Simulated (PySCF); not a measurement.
Work out the structure from these simulated measurements.

Formula: C4H4F2.

| Property | Result |
| --- | --- |
| NMR, other nuclei | isotropic shieldings of nuclei other than C and H, by class: 315 (1 F), 405 (1 F) ppm [GIAO KT3/pcSseg-2] |
| Dipole | 2.40 D [PBE0/def2-SVPD] |
| Polarisability | 48.2 au [PBE0/def2-SVPD] |
| Couplings | largest of the computed one-bond spin–spin couplings (means over like bonds): 19F–13C -487.6, 19F–13C -249.9, 13C–1H +173.8 (×2), 13C–1H +157.5 (×2), 13C–13C +88.9, 13C–13C +69.1, 13C–13C +24.0, 13C–13C +6.8 Hz [B3LYP/pcJ-1, spin–dipole term left out for some pairs] |
| XPS | C1s 291.2, C1s 291.6, C1s 293.2, C1s 293.9, F1s 692.8, F1s 693.8 eV [ΔSCF SCAN, pcX-2 on the ionised atom, pcseg-1 elsewhere, spin-free X2C] |
| Rotational structure | rotational constants A, B, C: 6.469, 2.301, 1.736 GHz [PBE0-D3(BJ)/def2-SVP] |
| Valence photoelectron | vertical ionisation energy: 9.53 eV [ΔSCF PBE0/def2-SVPD] |
| 13C NMR | chemical shifts (computed TMS as zero) by class: 140.7 (1 C), 82.8 (1 C), 74.5 (1 C), 26.6 (1 C) ppm [GIAO KT3/pcSseg-2] |
| Triplet | lowest triplet excitation (Tamm–Dancoff): 4.50 eV [TDA PBE0/def2-SVPD] |

The electronic properties come from PySCF, for the isolated species, density fitting. Levels stand in brackets. Isolated species at its PBE0-D3(BJ)/def2-SVP geometry (one conformer only). NMR values are class means; diastereotopic atoms form classes of their own.

Problem. Give a SMILES that accounts for the data.

Solution. Numbering: `[F:1][CH2:2][C:3]1=[C:4]([F:5])[CH2:6]1`. Its formula, C4H4F2, gives 2 degrees of unsaturation: 1 ring and 1 π bond in the structure found. 4 carbons fall into 4 classes; from least to most shielded: vinylic C–F carbon [C4] (140.7 ppm), sp3 C–F carbon [C2] (82.8 ppm), fully substituted alkene carbon [C3] (74.5 ppm), allylic carbon [C6] (26.6 ppm). The other shieldings belong to: 315 ppm, vinyl fluorine [F5]; 405 ppm, alkyl fluorine [F1]. The couplings run between: -487.6 Hz, vinyl fluorine [F5] and vinylic C–F carbon [C4]; -249.9 Hz, alkyl fluorine [F1] and sp3 C–F carbon [C2]; +173.8 Hz, allylic carbon [C6] and its hydrogen (with 1 like pair); +157.5 Hz, sp3 C–F carbon [C2] and its hydrogen (with 1 like pair); +88.9 Hz, fully substituted alkene carbon [C3] and vinylic C–F carbon [C4]; +69.1 Hz, sp3 C–F carbon [C2] and fully substituted alkene carbon [C3]; +24.0 Hz, vinylic C–F carbon [C4] and allylic carbon [C6]; +6.8 Hz, fully substituted alkene carbon [C3] and allylic carbon [C6]. The core levels belong to: C1s 291.2 eV, fully substituted alkene carbon [C3]; C1s 291.6 eV, allylic carbon [C6]; C1s 293.2 eV, vinylic C–F carbon [C4]; C1s 293.9 eV, sp3 C–F carbon [C2]; F1s 692.8 eV, alkyl fluorine [F1]; F1s 693.8 eV, vinyl fluorine [F5]. The first electron is taken from the HOMO, whose largest Löwdin shares are 0.29 on the fully substituted alkene carbon, 0.24 on the vinylic C–F carbon, 0.15 on the allylic carbon and 0.09 on the vinyl fluorine. The optimised geometry has point group Cs and is an asymmetric top. Structure: `FCC1=C(F)C1`. Computed isomers that give other values at the same levels: `F[C@@H]1C=C[C@H]1F` (rotational constant A: 5.677 GHz; this holds for the one conformer computed); `FCC#CCF` (rotational constant A: 15.973 GHz; this holds for the one conformer computed); `FC(F)C1=CC1` (rotational constant A: 7.109 GHz; this holds for the one conformer computed). The assignments are read from this structure; whether some other isomer fits the data as well wasn't checked.

Conformer computed: `[F:1][CH2:2][C:3]1=[C:4]([F:5])[CH2:6]1`: F1–C2–C3–C4 -2°.
